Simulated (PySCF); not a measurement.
# AlOCl + HF → AlOF + HCl

Level: PBE in the def2-TZVP basis family, all electrons, no relativity, computed in PySCF with density fitting; open shells unrestricted.

| species | state and structure | E (Eh) | ZPE (kJ/mol) | H(298 K) − H(0) (kJ/mol) | S° (J/(mol K)) |
| --- | --- | --- | --- | --- | --- |
| AlOCl | singlet, C∞v, Al–Cl 2.078 Å, Al–O 1.614 Å; Cl–Al–O 180.0° | -777.56551 | 11.3 | 12.6 | 258.7 |
| HF | singlet, C∞v, H–F 0.932 Å | -100.39132 | 23.8 | 8.7 | 173.9 |
| AlOF | singlet, C∞v, Al–F 1.652 Å, Al–O 1.613 Å; F–Al–O 180.0° | -417.33485 | 13.3 | 12.0 | 247.0 |
| HCl | singlet, C∞v, H–Cl 1.289 Å | -460.62635 | 17.3 | 8.7 | 186.8 |

Q: What is the electronic reaction energy?

A: At PBE/def2-TZVP, ΔE = -11.5 kJ/mol from the differences of the total energies times 2625.5, downhill. Ligand exchange with HF takes part in thermal etching.

Q: Add zero-point, thermal and entropy terms for 298.15 K and 1 bar.

A: ΔZPE = -4.5 and Δ[H(298) − H(0)] = -0.6 kJ/mol give ΔH° = -16.6 kJ/mol. ΔS° = 1.2 J/(mol K), so ΔG° = -16.6 − 298.15 × (0.0012) = -17 kJ/mol and log₁₀K = 3.0.

The structures come from searches over a few start shapes, so lower isomers are not excluded.
